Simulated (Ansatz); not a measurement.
We consider chalcopyrite CdGeAs₂, described by PBEsol-D3(BJ) (PAW; Ansatz, an electronic-structure program).

Numerical settings: plane-wave cutoff 520 eV, 8×8×8 k mesh, Fermi–Dirac smearing 0.01 eV, scalar-relativistic PAW data made under PBE.

Properties against volume:

Shape and atoms are relaxed at each volume.

```csv
V (Å³/atom),P (GPa),c (Å),a (Å)
23.211,2.95,10.994,5.812
23.694,1.40,11.086,5.848
24.178,0.00,11.171,5.885
24.661,-1.25,11.261,5.919
25.145,-2.37,11.345,5.955
```

Note: the gap of the solid is closed in this run; this level leaves the solid without a gap, although one is measured; the bulk modulus comes from volumes at which shape and atoms were relaxed.
